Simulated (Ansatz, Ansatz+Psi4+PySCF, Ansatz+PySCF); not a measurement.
```xyz
4

Si    0.0000    0.0000    0.0793
H     0.0000    1.4133   -0.3701
H     1.2239   -0.7066   -0.3701
H    -1.2239   -0.7066   -0.3701
```

Basis set: cc-pVTZ on H; cc-pV(T+d)Z on Si (spherical functions). Left uncorrelated: 5 orbitals. Charge 0, multiplicity 2.

Computed with Ansatz (development build ahead of 0.2.0); each method stands on the lowest determinant of its kind that the runs found.

(1) Give the atomization energy at this shape (free ground-state atoms in the same class of orbitals less the molecule, no zero-point energy) of doublet SiH3 by UHF-CCSD(T), UHF-MP2.

Answers

(1)

| method | atomization energy |
| --- | --- |
| UHF-CCSD(T) | 223.20 kcal/mol |
| UHF-MP2 | 217.65 kcal/mol |
